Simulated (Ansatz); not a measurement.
# SiHO (doublet): from Hartree-Fock to the top rungs, def2-TZVPP

An exercise on one series of results from a longer session: the logs are not shown, and one member is left open.

Computed with Ansatz 0.2.0, Gaussian basis. Level: def2-TZVPP, core rule «outside noble gas», up to 6 orbitals frozen.

Plan: UHF; ROHF; CCSD(T) on UHF.

2 further runs of the same task are left out: 2 set aside as unsound or not needed.

## What is computed

The geometry is a PBE0/def2-TZVP stationary point (not a proven minimum).

3 atoms, charge 0, spin multiplicity 2.

Atoms are counted from 1 here; the program's logs count them from 0.

Bond lengths: Si1–O2 1.650 Å, O2–H3 0.962 Å. Angles: Si1–O2–H3 118.7°.

Geometry (Å):

```tsv
atom	x (Å)	y (Å)	z (Å)
Si1	0.0000	0.0310	0.6323
O2	0.0000	-0.0988	-1.0129
H3	0.0000	0.7057	-1.5397
```

The first run:

The input, in.yaml:

```yaml
crystal:
  periodic: [false, false, false]
  atoms:
    - {symbol: Si, position_ang: [0.000000, 0.030957, 0.632254]}
    - {symbol: O, position_ang: [0.000000, -0.098798, -1.012863]}
    - {symbol: H, position_ang: [0.000000, 0.705682, -1.539731]}
basis:
  gaussian: {orbitals: def2-TZVPP}
magnetization: {spin_polarized: true, initial_magnetization: 1}
hamiltonian: {xc: hf}
output: {orbitals: {seedname: orbitals}}
```

Run with:

```sh
> ansatz run in.yaml --threads 1 --pin off --events-out ev --progress --plain --max-ram 4096MiB --backend cpu
```

Among the steps run: UHF; ROHF; CCSD(T) on UHF.

One of the session's tables, all rows but one given; the rest of the session is left out.

| method | from UCCSD(T) (meV) |
| --- | --- |
| ROHF | +9632.1 |
| UHF | +9486.3 |
| UMP2 | ? |
| UCCSD | +348.4 |
| UCCSD(T) | 0 |

Estimate the missing values for UMP2.

**Answer.** from UCCSD(T) (meV): +798.6. In the column «from UCCSD(T) (meV)» it lies between UCCSD (+348.4) and UHF (+9486.3).

With the free atoms at the same levels and basis (separate runs), the atomisation energy is 9.467 eV at UCCSD(T), 6.597 eV at ROHF.
